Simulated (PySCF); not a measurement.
**How well do the runs reproduce experiment for C3H3NO?**

**Experimental background.**

NIST CCCBDB Release 22 (SRD 101), experimental dipoles lists, for the gas: dipole moment 1.503 D.

How close the calculation comes is told at the end.

Species: C3H3NO.
Atom-mapped SMILES: `[cH:1]1[cH:2][o:3][cH:4][n:5]1` (hydrogens: H6 on C1; H7 on C2; H8 on C4)

Geometry (CAM-B3LYP/def2-SVP, Å), atoms numbered from 1 in this order:
```
atom  x, y, z in Å
C1    -0.8429   -0.5284    0.2460
C2    -0.6822    0.7417   -0.1983
O3     0.6457    0.9466   -0.3829
C4     1.2241   -0.2168   -0.0391
N5     0.3984   -1.1274    0.3413
H6    -1.7616   -1.0513    0.5028
H7    -1.3499    1.5684   -0.4202
H8     2.3088   -0.2719   -0.1149
```

The PySCF runs (gas phase, on this CAM-B3LYP/def2-SVP geometry; no spin–orbit coupling):

```
                           level                                          job  basis functions  wall time
CAM-B3LYP/def2-SVP, grid level 1  geometry optimisation from a GFN2-xTB start               85       11 s
```

Hardware: one thread, Arm Neoverse V2 (aarch64), on a shared host.

## Comparison

**Dipole moment.** Measured: 1.503 D (NIST CCCBDB Release 22 (SRD 101), experimental dipoles).

```tsv
level	computed (D)	computed − measured (D)	% (from the printed values)
CAM-B3LYP/def2-SVP	1.544	+0.041	+3
```

The computed dipoles belong to one fixed geometry; measured ones are averaged over vibrations unless marked μe. Magnitudes are compared, not signs.

No measured geometry was used, and the causes of the misses weren't examined.
